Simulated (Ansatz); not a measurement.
Molecule (SMILES): [SiH3] (SiH3), doublet.
Atoms: Si1, H2, H3, H4. Bonds: Si1-H2, Si1-H3, Si1-H4.

Basis-set convergence of the optimised Si1-H2 bond length at PBE0 with Ansatz (a program for electronic structure). Cartesian d functions, on some or all atoms, in 6-31G*, 6-31+G*, 6-31G**, 6-311G**, 6-311+G**; all else is spherical. The program fits the integrals of some runs and decomposes those of others, by size. Open shells are unrestricted. No added dispersion term, no relativity. Reference: the value in aug-cc-pV(Q+d)Z, 1.4841 Å, itself unsure by roughly 0.0007 Å (its mean distance from def2-QZVPPD, pcseg-3, def2-QZVPP). Deviations are taken from unrounded values.

```
basis              functions
-----------------  ---------
STO-3G                    12
3-21G                     19
6-31G                     19
6-31G*                    25
6-31+G*                   29
6-31G**                   34
6-311G**                  45
6-311+G**                 49
aug-pcseg-1               54
6-311++G(2d,2p)           65
6-311++G(3df,3pd)        101
aug-pcseg-2              119
```

**Question.** Which is the smallest set listed that can be trusted to 0.003 Å here, that is, within that of the reference together with its larger relatives (same family, alike in diffuse functions; a set with none to test it counts only in the reference's own line)?

**Answer.** The smallest set listed that lies within 0.003 Å of the reference with all its larger relatives (same family, alike in diffuse functions; a set with none counts only in the reference's own line) is 6-311++G(2d,2p) (65 functions, 0.0012 Å off). Inside, with no larger relative to test it: aug-pcseg-2. Value minus reference: STO-3G -0.0355, 3-21G 0.0156, 6-31G 0.0202, 6-31G* 0.0056, 6-31+G* 0.0052, 6-31G** 0.0047, 6-311G** 0.0045, 6-311+G** 0.0044, aug-pcseg-1 0.0078, 6-311++G(2d,2p) 0.0012, 6-311++G(3df,3pd) 0.0009, aug-pcseg-2 0.0014 Å.
